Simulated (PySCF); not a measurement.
Compound: C4H10N (charge +1).
Geometry (GFN2-xTB, Å), atoms numbered from 1 in this order:
```
atom  x, y, z in Å
C1     2.111    0.195    0.889
C2     1.692    0.071   -0.356
C3     0.271   -0.049   -0.824
N4    -0.714   -0.015    0.288
C5    -2.113   -0.130   -0.164
H6     3.162    0.274    1.102
H7     1.471    0.227    1.756
H8     2.403    0.048   -1.168
H9     0.146   -0.988   -1.370
H10    0.045    0.769   -1.514
H11   -0.584    0.865    0.803
H12   -0.491   -0.781    0.936
H13   -2.256   -1.069   -0.695
H14   -2.793   -0.100    0.685
H15   -2.355    0.691   -0.837
```

The calculation used TDDFT PBE0/def2-SVPD, vertical, gas phase, core orbitals frozen in the response in PySCF 2.14.0, density-fitted response routines.

Task: List the vertical singlet excitations with oscillator strengths and describe the spectrum.

Result: 

```json
{"state": "S1", "E (eV)": "6.55", "E (kJ/mol)": "632", "λ (nm)": "189.1", "f": "0.011", "symmetry": "A″", "main configurations (H = HOMO, L = LUMO)": "H→L (99%)"}
{"state": "S2", "E (eV)": "7.73", "E (kJ/mol)": "745", "λ (nm)": "160.5", "f": "0.221", "symmetry": "A′", "main configurations (H = HOMO, L = LUMO)": "H→L+1 (73%), H→L+2 (24%)"}
{"state": "S3", "E (eV)": "8.04", "E (kJ/mol)": "776", "λ (nm)": "154.2", "f": "0.0000", "symmetry": "–", "main configurations (H = HOMO, L = LUMO)": "H→L+3 (92%)"}
{"state": "S4", "E (eV)": "8.23", "E (kJ/mol)": "794", "λ (nm)": "150.7", "f": "0.175", "symmetry": "A′", "main configurations (H = HOMO, L = LUMO)": "H→L+2 (74%), H→L+1 (22%)"}
{"state": "S5", "E (eV)": "8.46", "E (kJ/mol)": "816", "λ (nm)": "146.6", "f": "0.0009", "symmetry": "–", "main configurations (H = HOMO, L = LUMO)": "H-1→L+1 (96%)"}
{"state": "S6", "E (eV)": "8.56", "E (kJ/mol)": "826", "λ (nm)": "144.9", "f": "0.019", "symmetry": "A″", "main configurations (H = HOMO, L = LUMO)": "H→L+4 (86%)"}
```

Triplets, Tamm–Dancoff:

| state | E (eV) | λ (nm) | main configurations (H = HOMO, L = LUMO) |
| --- | --- | --- | --- |
| T1 | 4.57 | 271.2 | H→L+1 (95%) |
| T2 | 6.48 | 191.4 | H→L (98%) |

The lowest singlet lies at 6.55 eV (189 nm, vacuum ultraviolet) and is weak; its leading configuration is HOMO→LUMO (99%). The most intense listed level is S2 at 7.73 eV (160 nm, f = 0.221), 1.17 eV above S1. Löwdin shares by element: HOMO carbon 85% or more; LUMO hydrogen 33% or more, nitrogen 16%, carbon 13% or more (atoms not listed hold the other 39%). Weighted by f, the mean energy of these states is 7.94 eV. The listed states span 2.00 eV, and the widest gap between neighbours is 1.17 eV (S1 to S2). The oscillator strengths of these states sum to 0.427; summed over the whole spectrum of an exact calculation they would give the number of electrons, 40 (Thomas–Reiche–Kuhn). Symmetry labels in Cs follow from the direction of the transition dipole and are given only for states with f of 0.002 or more. The window holds the lowest 6 singlets.

On an Arm Neoverse V1 with one thread (shared host), this took 17 s of wall time and 0.74 GiB of memory at its peak.

One conformer stands for the species.
